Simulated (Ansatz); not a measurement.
Calculated with Ansatz (gas phase, PBE0-D4/def2-TZVP geometries, no zero-point term in ΔE). CBS: MP2 limit from def2 TZ/QZ plus the TZ coupled-cluster correction, frozen cores. This one scheme is used for every species. Double bonds are as drawn, so ΔE can hold a change between cis and trans. Each species was taken in one conformer, which may not be the lowest.

Consider the substitution at a C–C bond: `C/C=C(/C)F` + `OCS` → `COCS` + `C/C=C\F`.

```csv
species,MP2/def2-TZVPP energy (Eh)
`C/C=C(/C)F`,-255.99280
`OCS`,-513.23159
`COCS`,-552.44278
`C/C=C\F`,-216.76112
```

Task: Work out ΔE.

Result: ΔE = (-552.44278) + (-216.76112) − (-255.99280) − (-513.23159) = 0.02049 Eh = +53.8 kJ/mol. CCSD(T)/CBS gives +52.2 kJ/mol.

Largest T1 diagnostic among the species: 0.011.

From PBE to PBE0 (25 % exact exchange), in def2-TZVPP and without D4, ΔE moves by +3.9 kJ/mol.
